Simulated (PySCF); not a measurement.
Gas-phase reaction: 3 AlCl + H2O2 = AlCl2OH + HCl + Al2O

Method: PySCF energies plus ideal-gas RRHO corrections (1 bar). S°(298 K) at PBE0/def2-TZVP differs from the NASA 1993 table for H2O2 (-8 J/mol/K), Al2O (+6 J/mol/K); whether the harmonic model or the table's entry is off was not settled. † marks an energy on the PBE0/def2-TZVP geometry and frequencies. MP2 and CCSD(T) freeze the core. All species are closed-shell singlets. B3LYP is the form with VWN-RPA correlation. No R ln 2 is added for the mirror-image form of H2O2. AlCl2OH: computed as isolated molecules; such fragments, hydroxides, amides, oligomers or adducts are transient or little studied in the gas. MP2 isn't extrapolated to the basis-set limit; its ΔH°(298 K) is -691.2 kJ in def2-SVP and -705.5 kJ in def2-TZVPP. CCSD(T) isn't extrapolated to the basis-set limit; its ΔH°(298 K) is -643.0 kJ in def2-SVP and -664.2 kJ in def2-TZVPP. The harmonic model lacks anharmonicity and excited electronic states, which grow with temperature; levels with a mode under 35 cm⁻¹ are left out. Internal rotation in H2O2 is treated as a harmonic vibration of one conformer, which makes the entropy rough. Soft modes under 120 cm⁻¹ make the harmonic entropy rough for Al2O. Warning, large T1 diagnostic: Al2O (CCSD(T)/def2-SVP†).

```json
[
 {"level": "B3LYP/def2-TZVP†", "ΔE electronic, kJ": "-627", "ΔH°(298 K), kJ": "-633", "ΔS°(298 K), J/K": "-142", "ΔG°(2000 K), kJ": "-383"},
 {"level": "CCSD(T)/def2-SVP†", "ΔE electronic, kJ": "-637", "ΔH°(298 K), kJ": "-643", "ΔS°(298 K), J/K": "-142", "ΔG°(2000 K), kJ": "-393"},
 {"level": "HF/def2-TZVP†", "ΔE electronic, kJ": "-664", "ΔH°(298 K), kJ": "-670", "ΔS°(298 K), J/K": "-142", "ΔG°(2000 K), kJ": "-420"},
 {"level": "MP2/def2-SVP†", "ΔE electronic, kJ": "-685", "ΔH°(298 K), kJ": "-691", "ΔS°(298 K), J/K": "-142", "ΔG°(2000 K), kJ": "-441"},
 {"level": "MP2/def2-TZVPP†", "ΔE electronic, kJ": "-699", "ΔH°(298 K), kJ": "-706", "ΔS°(298 K), J/K": "-142", "ΔG°(2000 K), kJ": "-456"},
 {"level": "PBE0/def2-SVP†", "ΔE electronic, kJ": "-616", "ΔH°(298 K), kJ": "-622", "ΔS°(298 K), J/K": "-142", "ΔG°(2000 K), kJ": "-372"},
 {"level": "LDA/def2-TZVP†", "ΔE electronic, kJ": "-644", "ΔH°(298 K), kJ": "-650", "ΔS°(298 K), J/K": "-142", "ΔG°(2000 K), kJ": "-400"},
 {"level": "ωB97X-V/def2-TZVP†", "ΔE electronic, kJ": "-655", "ΔH°(298 K), kJ": "-661", "ΔS°(298 K), J/K": "-142", "ΔG°(2000 K), kJ": "-411"}
]
```
ΔH° is lowest at MP2/def2-TZVPP† and highest at PBE0/def2-SVP†. No reference value is set beside these.
